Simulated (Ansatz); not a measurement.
hcp Cd was calculated with LDA (PAW; Ansatz, a program for electronic structure).

Settings: plane-wave cutoff 520 eV, 16×16×10 k mesh (along the axes of the cell as run), Fermi–Dirac smearing 0.1 eV, perturbation theory, force constants from a 4×4×2 q mesh, scalar-relativistic PAW data made under PBE.

Computed at the level's own relaxed cell. Harmonic vibrational thermodynamics at fixed volume:

```tsv
T (K)	S_vib (J/K per mol of atoms)	C_V (J/K per mol of atoms)	F_vib (eV/atom)
0	0.00	0.00	0.0156
100	25.62	21.67	0.0031
200	41.61	24.03	-0.0326
400	58.55	24.71	-0.1383
600	68.59	24.84	-0.2708
700	72.43	24.86	-0.3439
800	75.75	24.88	-0.4208
```

The crystal is taken as a harmonic solid at every temperature: melting, phase changes and thermal expansion are not seen, nor the electrons' share in a metal.
